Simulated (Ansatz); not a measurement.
Saddle point of C2H7Al, closed shell (C₂H₇Al ([CH3][CH2][AlH2]) → C₂H₄ (C=C) + AlH₃; bonds formed: Al1–H4; bonds broken: Al1–C2, C3–H4), PBE0-D4/def2-TZVP structure:

```
atom    x (Å)    y (Å)    z (Å)
 Al1  -1.2200  -0.3113   0.2020
  C2   0.5490   0.9095   0.2405
  C3   0.9720  -0.2609  -0.3800
  H4  -0.2978  -1.4676  -0.5547
  H5  -2.2029   0.3491  -0.8486
  H6  -1.4978  -0.7542   1.6966
  H7   0.3138   1.7796  -0.3599
  H8   0.7656   1.0688   1.2894
  H9   1.5315  -1.0074   0.1710
 H10   1.0866  -0.3055  -1.4564
```

Energies are electronic, without zero-point energy. Barriers and step energies count from the start structure reached by relaxing down the imaginary mode; all methods use the PBE0-D4 structures, on which another method's saddle can fall below an end. Computed with Ansatz 0.2.0 (basis: def2-TZVPP, with def2-QZVPP for the basis limit); correlated methods freeze the cores. B3LYP uses VWN-RPA correlation. Extrapolation: Hartree–Fock as exp(−7.88 √X), correlation as X^−2.97.

```json
{"method": "SPW92", "barrier (eV)": "1.023", "step energy (eV)": "0.963"}
{"method": "PBE-D4", "barrier (eV)": "?", "step energy (eV)": "0.868"}
{"method": "BLYP-D4", "barrier (eV)": "1.168", "step energy (eV)": "0.754"}
{"method": "r2SCAN-D4", "barrier (eV)": "1.150", "step energy (eV)": "0.872"}
{"method": "B97M-V", "barrier (eV)": "1.211", "step energy (eV)": "0.823"}
{"method": "PBE0-D4", "barrier (eV)": "1.278", "step energy (eV)": "0.955"}
{"method": "B3LYP-D4", "barrier (eV)": "1.295", "step energy (eV)": "0.841"}
{"method": "r2SCAN0-D4", "barrier (eV)": "1.286", "step energy (eV)": "0.944"}
{"method": "BHLYP-D4", "barrier (eV)": "1.467", "step energy (eV)": "0.908"}
{"method": "CAM-B3LYP-D4", "barrier (eV)": "?", "step energy (eV)": "0.917"}
{"method": "wB97X-V", "barrier (eV)": "1.421", "step energy (eV)": "0.948"}
{"method": "wB97M-V", "barrier (eV)": "?", "step energy (eV)": "0.885"}
{"method": "B2PLYP", "barrier (eV)": "1.371", "step energy (eV)": "0.898"}
{"method": "PBE-QIDH", "barrier (eV)": "1.420", "step energy (eV)": "1.012"}
{"method": "RPA on PBE", "barrier (eV)": "1.356", "step energy (eV)": "0.865"}
{"method": "HF", "barrier (eV)": "1.691", "step energy (eV)": "0.840"}
{"method": "MP2", "barrier (eV)": "1.470", "step energy (eV)": "0.965"}
{"method": "CCSD", "barrier (eV)": "1.480", "step energy (eV)": "0.901"}
{"method": "CCSD(T)", "barrier (eV)": "1.389", "step energy (eV)": "0.866"}
```

**Question.** Fill in the withheld barriers. (An estimate is asked for; the value comes from the calculation.)

**Answer.** Computed: PBE-D4 1.115; wB97M-V 1.356; CAM-B3LYP-D4 1.399 eV. Each is the energy of the saddle less that of the start structure, by the same method.

For comparison, the barrier by CCSD(T) at an estimated basis limit (MP2 extrapolated from triple and quadruple zeta, plus CCSD(T) − MP2 in triple zeta) is 1.390 eV.

No T1 diagnostic of these runs exceeds 0.016.

Such eliminations are a main way in which metal alkyl precursors decompose in metal-organic vapour deposition.

Labels in which every atom is bracketed show which atoms are joined, not bond orders.

For scale, one of the runs: CCSD(T)/def2-TZVPP, 202 basis functions, launched by `ansatz run in.yaml --threads 2 --pin off --events-out ev --progress --plain --max-ram 4352MiB`. The run took 39 s on 2 CPU threads of an AMD EPYC 7R13 (shared host), with 2.5 GiB of host memory at its peak.
